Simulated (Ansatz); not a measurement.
## Interaction energy ladder

The pair of H₂O (SMILES O, atoms 1–3) and Cl₂ (SMILES ClCl, atoms 4–5), both closed shells, in one local arrangement (a lower one may exist), relaxed at PBE0-D4/def2-TZVP:

O1  (0.218, -0.167, -1.617)
H2  (0.533, 0.170, -0.775)
H3  (-0.737, -0.192, -1.531)
Cl4  (0.696, 0.776, 1.809)
Cl5  (-0.711, -0.587, 2.113)
(Å)

Ansatz 0.2.0; basis: def2-TZVPPD, with def2-QZVPPD for the basis limit; cores frozen in the correlated methods. B3LYP uses VWN-RPA correlation. Extrapolation: Hartree–Fock as exp(−7.88 √X), correlation as X^−2.97. Interaction energies count from these two fragments, frozen as in the pair, with the counterpoise correction; negative means bound.

What is the interaction energy by CCSD(T) at an estimated basis limit (MP2 extrapolated from triple and quadruple zeta, plus CCSD(T) − MP2 in triple zeta)? (Judge from chemistry; the value comes from the calculation.)

Computed: -1.10 kcal/mol. Hartree–Fock alone gives 0.35 kcal/mol at the basis limit, so without correlation the pair would not bind at this distance. It counts from the two fragments frozen as in the pair.

The same quantity by other methods in triple zeta, and each one's difference from that estimate:
```csv
method,E_int (kcal/mol),difference
PBE-D4,-1.38,-0.28
revPBE-D4,-0.98,0.12
BLYP-D4,-1.01,0.10
r2SCAN-D4,-1.26,-0.16
B97M-V,-1.18,-0.08
PBE0-D4,-1.19,-0.08
B3LYP-D4,-1.08,0.02
HSE06-D4,-1.19,-0.09
wB97X-V,-1.08,0.02
wB97M-V,-1.05,0.05
B2PLYP,-0.48,0.62
HF,0.39,1.49
MP2,-0.86,0.24
CCSD,-0.61,0.49
CCSD(T),-0.82,0.28
```
Differences are method less estimate.

Which atoms make the shortest contact between the fragments?

H2 and Cl4, 2.66 Å apart.

Basis-set superposition shift (counterpoise-corrected less uncorrected): CCSD(T) 0.49; MP2 0.46; HF 0.10; PBE0-D4 0.09; wB97M-V 0.08 kcal/mol.

No T1 diagnostic of these runs exceeds 0.011.

For scale, one of the runs: CCSD(T)/def2-TZVPPD, 176 basis functions, launched by `ansatz run in.yaml --threads 2 --pin off --events-out ev --progress --plain --max-ram 5222MiB`. Hardware: 2 CPU threads of an AMD EPYC 7R13, shared host. Wall time 22 s; peak host memory 1.5 GiB.
